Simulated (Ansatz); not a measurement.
Basis-set extrapolation for C3H3ClO, SMILES `C=C=C(O)Cl` (PBE0-D4/def2-TZVP geometry, frozen core, the Gaussian-basis code of Ansatz). Multiplicity 1, RHF reference.

```csv
,def2-TZVPP,def2-QZVPP
HF,-649.718723,-649.739803
MP2 correlation,-0.892540,-0.961520
CCSD(T) correlation,-0.967801,not run
```

Energies in hartree. Use E(X) = E(∞) + A·exp(−7.88·√X) for Hartree–Fock and E(X) = E(∞) + B·X^(−2.97) for correlation, with X = 3 and 4, and add CCSD(T) minus MP2 of the smaller set to the MP2 limit.

Task: What is the CCSD(T) energy at the basis-set limit?

Result: HF limit: -649.739803 + (-0.021080) × 0.13774 = -649.74271. MP2 limit: -0.961520 + (-0.068980) × 0.74074 = -1.01262. Higher-order term: -0.967801 − (-0.892540) = -0.07526. Total: -650.83059 hartree, 90.4 kcal/mol below CCSD(T)/def2-TZVPP.
